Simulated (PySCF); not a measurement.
# Converging LiB in the basis (CCSD)

PySCF, UHF reference; triplet, unpaired electrons σ ↑, π ↑; De to Li + B without counterpoise correction. Frozen cores follow the default of each basis and core potential.

```
     basis     relativity  functions  Re (Å)  ωe (cm⁻¹)  De (eV)  frozen orbitals
     3-21G  no relativity         18   2.227        509     0.78                1
   pcseg-1  no relativity         23   2.158        526     0.84                1
6-31G(d,p)  no relativity         28   2.148        546     0.93                1
 def2-SVPD  no relativity         32   2.147        547     1.10                1
def2-TZVPP  no relativity         50   2.136        549     1.10                1
   cc-pVTZ  no relativity         60   2.128        552     1.16                1
```

Task: How does each smaller set differ from the one with most functions, cc-pVTZ?

Result: 3-21G: +9.9 pm, -7.8 % in ωe, -0.38 eV in De; pcseg-1: +3.0 pm, -4.7 % in ωe, -0.32 eV in De; 6-31G(d,p): +2.0 pm, -1.1 % in ωe, -0.23 eV in De; def2-SVPD: +1.9 pm, -0.9 % in ωe, -0.06 eV in De; def2-TZVPP: +0.8 pm, -0.5 % in ωe, -0.06 eV in De. All at CCSD; the set with most functions is neither the basis-set limit nor always the best.

Correlated steps freeze 1 core orbital. Correlated levels converge slowly with the basis: in double zeta they bind strong bonds too weakly, by up to about 1 eV, and carry superposition errors of some tenths. 3-21G is very small, so such numbers show the basis as much as the molecule. The state was picked by a PBE0 search and need not be the measured ground state.
